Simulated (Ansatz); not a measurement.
A run of Ansatz (development build ahead of 0.2.0) on doublet O₂(-) at this shape:

```xyz
2

O     0.0000    0.0000    0.0000
O     0.0000    0.0000    2.5000
```

Its results:

```json
{
  "Converged": "yes",
  "Total energy": "-150.10398 hartree",
  "Spin squared of the determinant": "0.750",
  "Stability test": "minimum among restricted orbitals"
}
```

Question: Which input gives this output? Name the method, the orbitals and the basis set, and write the input.

Answer: PBE (restricted open-shell) in pcseg-2.

```yaml
crystal:
  periodic: [false, false, false]
  atoms:
    - { symbol: O, position_ang: [0.0, 0.0, 0.0] }
    - { symbol: O, position_ang: [0.0, 0.0, 2.5] }
basis:
  gaussian: { orbitals: pcseg-2 }
total_charge: -1
magnetization:
  initial_magnetization: 1
hamiltonian:
  xc: pbe
```

Caution: stretched shape with no unrestricted run beside it, a lower state can exist; no diffuse functions for an anion; charge can spread falsely over distant fragments.
